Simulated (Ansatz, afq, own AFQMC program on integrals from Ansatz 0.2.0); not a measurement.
Integrals from Ansatz 0.2.0, then the random walk in our own AFQMC program (afq).

```yaml
crystal:
  periodic: [false, false, false]
  atoms:
    - {symbol: C, position_ang: [-0.727643, -0.234464, -0.389401]}
    - {symbol: H, position_ang: [-0.902860, -0.804919, 0.523226]}
    - {symbol: H, position_ang: [-0.197451, -0.692160, -1.225132]}
    - {symbol: H, position_ang: [-1.083706, 0.793284, -0.466782]}
basis:
  gaussian: {orbitals: def2-TZVP}
magnetization: {spin_polarized: true, initial_magnetization: 1}
correlation: {method: ccsd_t, electrons: outside_noble_gas, hamiltonian_folder: ham}
```

```sh
$ ansatz run in.yaml --threads 1 --pin off --events-out ev --progress --plain --max-ram 16896MiB --backend cuda --devices 0, --max-vram 18GiB
```

afq runs on the folder ham with

```
--method phaseless --trial cisd --walkers 4000 --populations 20 --least-time 60 --time-step 0.005 --steps-per-block 50 --equilibration-blocks 28 --max-blocks 4000 --target-error 0.00016 --factor-cut 1e-05 --start spin_pure --seed 8106 --release-times 0.24,0.51,0.99,1.62,2.4 --release-step 0.03 --release-every 3 --taylor-order 6
```

Times are imaginary, in 1/Eh. The walk had a cap of 148 s. With eight or more populations the least sampling time is a fifth of least-time, and the error comes from their spread.

```
orbitals 48  electrons 4 3  factors 346 of 349
reference energy -39.57708345 Eh
CCSD correlation -0.17205206 Eh in 9 cycles, weight of the determinant in the CISD state 0.9362
energy of the start -39.748904 Eh
 block  time / (1/Eh)  mean weight  energy / Eh
     1     0.250  0.9999  -39.748848
     2     0.500  0.9999  -39.750565
     3     0.750  0.9998  -39.751633
     4     1.000  1.0000  -39.752624
     5     1.250  1.0001  -39.753241
    12     3.000  0.9997  -39.753700
    19     4.750  0.9999  -39.753945
    26     6.500  1.0001  -39.753879
    30     7.500  0.9998  -39.753416
    33     8.250  1.0001  -39.753924
    40    10.000  1.0001  -39.754023
    47    11.750  1.0002  -39.753581
    53    13.250  0.9999  -39.754608
    54    13.500  0.9997  -39.754563
    61    15.250  1.0001  -39.753938
    68    17.000  0.9998  -39.754374
    75    18.750  0.9999  -39.753890
    78    19.500  1.0001  -39.754110
error from the spread of 20 populations
released: time / (1/Eh)  energy / Eh  error  mean overlap
  0.24  -39.754116  0.000045  0.9981
  0.51  -39.754154  0.000053  0.9933
  0.99  -39.754238  0.000045  0.9870
  1.62  -39.754194  0.000045  0.9785
  2.40  -39.754260  0.000064  0.9742
energy -39.753984 +/- 0.000070 Eh
(rows thinned)
```

**Question.** Estimate how long the walk took on 1 × NVIDIA H100 80GB HBM3 with 2 threads of AMD EPYC 7R13 Processor (Zen 3), with other jobs on the host (the card was shared).

**Answer.** 74 s of wall time.

The run passed its tests (sampling time, drift between the halves within three errors, error under three times the target), which doesn't prove that it has relaxed.

Against this walk (error 1.9 meV) on the same determinant: CCSD(T) 13.1 meV higher, CCSDT(Q) 3.2 meV lower (within the noise). The error is statistical and leaves out the bias of the constraint. Released to 2.40 1/Eh the energy lies 8 ± 3 meV (both errors) below the phaseless value, which shows part or all of the bias of the constraint, and CCSDT(Q) lies 4.3 meV above the released value.

Cautions: constraint bias not in the error.

CCSDT and higher add their correlation energy to the determinant of the CCSD(T) run, since their own runs factorise the integrals more tightly (a shift of under 2 meV). A walk keeps the symmetry of its determinant, which the program's search chose and which needn't be the lowest solution, so a lower state of the same spin and another symmetry isn't excluded.
